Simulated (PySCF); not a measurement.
Excitations are Tamm–Dancoff values on a coarser integration grid. The basis has no diffuse functions, so Rydberg states are missing or too high.

Species: CH₅N, SMILES `CN` (charge 0, multiplicity 1).

Question: Predict the HOMO–LUMO gap, T1 excitation (TDA), S1 excitation (TDA), S1–T1 gap (TDA) and LUMO from PBE-D3(BJ)/def2-TZVP run with PySCF.

Answer: 
- HOMO–LUMO gap: 5.63 eV
- T1 excitation (TDA): 5.42 eV
- S1 excitation (TDA): 5.75 eV
- S1–T1 gap (TDA): 0.32 eV
- LUMO: 0.32 eV
